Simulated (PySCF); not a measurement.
Cyclobutane, C4H8.
Atom-mapped SMILES: `[CH2:1]1[CH2:2][CH2:3][CH2:4]1`

Structure used (GFN2-xTB), in Å, numbered top down from 1:
```
atom  x, y, z in Å
C1     0.303    0.841   -0.616
C2     1.040   -0.239    0.190
C3    -0.310   -0.755    0.712
C4    -1.033    0.154   -0.294
H5     0.389    1.833   -0.176
H6     0.562    0.902   -1.672
H7     1.558   -0.961   -0.439
H8     1.732    0.124    0.948
H9    -0.486   -1.823    0.596
H10   -0.500   -0.481    1.747
H11   -1.445   -0.391   -1.141
H12   -1.808    0.796    0.119
```

NICS = −σ at a ghost point: NICS(0) at the centroid of the ring atoms, NICS(1) 1 Å to either side along the normal of their mean plane, zz for the tensor component along that normal. Level: GIAO PBE0/pcSseg-1 (PySCF, non-relativistic, gas phase) on the GFN2-xTB geometry, one conformer.

Ring bond lengths (Å), with Mayer bond orders in brackets: C1–C2 1.537 (1.04), C2–C3 1.537 (1.04), C3–C4 1.536 (1.04), C4–C1 1.537 (1.04).

Task: What do the NICS probes read (ppm)?

Result: 
```tsv
ring	type	NICS(0)	NICS(1), two faces	NICS(1)zz, two faces	rms pucker (Å)	centre to ring atoms, mean (Å)
C1–C2–C3–C4	4-membered carbocycle; formal bonds all single	2.5	0.6 / 0.6	5.0 / 5.0	0.07	1.08
```

Task: What can be read from them?

Result: 
- C1–C2–C3–C4: mean NICS(1)zz 5.0 ppm, deshielded. C1, C2, C3, C4 have four or more neighbours, so the value isn't read as a sign of a π ring current.

Task: List the ring angles and the Hirshfeld charges of the ring atoms.

Result: 
- C1–C2–C3–C4: C1 89.6° (-0.072 e), C2 89.6° (-0.072 e), C3 89.6° (-0.072 e), C4 89.6° (-0.072 e); sum 358.3° against 360° for a flat convex ring.

Task: How shielded are the nuclei of the rings and their hydrogens (means over atoms taken as equivalent)?

Result: 
```tsv
atoms	environment	σ isotropic (ppm)
C1 (×4)	four-membered-ring carbon	165.7
H5 (×8)	methylene hydrogen	29.62
```
